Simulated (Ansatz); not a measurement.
## Counterpoise correction, worked out

The pair of HF (SMILES F, atoms 1–2) and SiH$_{4}$O (SMILES [SiH3]O, atoms 3–8), both closed shells, in one local arrangement (a lower one may exist), relaxed at PBE0-D4/def2-TZVP:

```
8
angstrom
F -0.6298 -0.1297 -2.7441
H -0.2152 -0.1936 -1.9042
Si -0.1241 0.2105 1.0578
O 0.5180 -0.2974 -0.3934
H 0.7123 1.2893 1.6417
H -1.4756 0.7060 0.7266
H -0.1901 -0.9226 2.0149
H 1.4045 -0.6625 -0.3993
```

Computed with Ansatz 0.2.0 (basis: def2-TZVPPD); correlated methods freeze the cores.

CCSD(T) total energies in eV:

| system | geometry | basis functions | energy |
| --- | --- | --- | --- |
| pair | pair | all | -12707.36897 |
| HF | as in the pair | all (partner as ghosts) | -2730.61486 |
| SiH$_{4}$O | as in the pair | all (partner as ghosts) | -9976.42093 |
| HF | as in the pair | its own | -2730.60224 |
| SiH$_{4}$O | as in the pair | its own | -9976.40149 |
| HF | free (PBE0-D4 minimum) | its own | -2730.61345 |
| SiH$_{4}$O | free (PBE0-D4 minimum) | its own | -9976.40583 |

(1) Work out the interaction energy with and without the counterpoise correction, the superposition error, and the binding energy from the relaxed fragments.

The T1 diagnostic stays at or below 0.012.

## Answers

(1) Without correction: -12707.36897 − (-2730.60224) − (-9976.40149) = -0.36524 eV.
With correction (each fragment in the whole basis): -12707.36897 − (-2730.61486) − (-9976.42093) = -0.33318 eV = -7.68 kcal/mol.
The superposition error is the difference, 0.03206 eV, 9 % of the uncorrected value: each fragment borrows its partner's functions.
Deformation from the free shapes: 0.01121 eV for HF and 0.00434 eV for SiH$_{4}$O.
Binding energy from relaxed fragments: -0.33318 + 0.01121 + 0.00434 = -0.31763 eV = -7.32 kcal/mol (electronic, without zero-point energy; negative means bound). For comparison, the corrected interaction energy by CCSD(T) at an estimated basis limit (MP2 extrapolated from triple and quadruple zeta, plus CCSD(T) − MP2 in triple zeta) is -0.359 eV; triple zeta with the correction binds less.

For scale, one of the runs: CCSD(T)/def2-TZVPPD, 213 basis functions, launched by `ansatz run in.yaml --threads 4 --pin off --events-out ev --progress --plain --max-ram 9574MiB`. Time: 42 s of wall clock on 4 CPU threads of an Intel Xeon Platinum 8259CL; the host was shared. Peak host memory: 3 GiB.
